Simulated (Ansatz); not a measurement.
**CH2Al (sextet): the correlation ladder, def2-QZVPP**

The task here is to estimate one member of a computed series from the others.

Computed with Ansatz 0.2.0, Gaussian basis. Level: def2-QZVPP, core rule «outside noble gas», up to 6 orbitals frozen.

The runs, in order: UHF; ROHF; CCSD(T) on UHF.

### What is computed

The geometry is a PBE0/def2-TZVP stationary point (not a proven minimum) of the parent state, kept for this charge and spin.

4 atoms, charge 0, spin multiplicity 6.

Atoms are counted from 1 here; the program's logs count them from 0.

Bond lengths: Al1–C2 1.948 Å, C2–H3 1.088 Å, C2–H4 1.088 Å. Angles: Al1–C2–H3 122.6°, Al1–C2–H4 122.6°, H3–C2–H4 114.8°.

The first run:

File in.yaml:

```yaml
crystal:
  periodic: [false, false, false]
  atoms:
    - {symbol: Al, position_ang: [0.000000, 0.000000, 0.695038]}
    - {symbol: C, position_ang: [0.000000, 0.000000, -1.252764]}
    - {symbol: H, position_ang: [0.000000, 0.916303, -1.838714]}
    - {symbol: H, position_ang: [0.000000, -0.916304, -1.838714]}
basis:
  gaussian: {orbitals: "def2-QZVPP.json"}
magnetization: {spin_polarized: true, initial_magnetization: 5}
hamiltonian: {xc: hf}
output: {orbitals: {seedname: orbitals}}
```

Launch:

```bash
$ ansatz run in.yaml --threads 1 --pin off --events-out ev --progress --plain --max-ram 2393MiB
```

Among the steps run: UHF; ROHF; CCSD(T) on UHF.

One of the session's tables, all rows but one given; the rest of the session is left out.

| method | from UCCSD(T) (meV) |
| --- | --- |
| ROHF | +4890.6 |
| UHF | ? |
| UMP2 | +785.0 |
| UCCSD | +140.2 |
| UCCSD(T) | 0 |

Estimate the missing values for UHF.

The run gave: from UCCSD(T) (meV): +4770.0. In the column «from UCCSD(T) (meV)» it lies between UMP2 (+785.0) and ROHF (+4890.6).
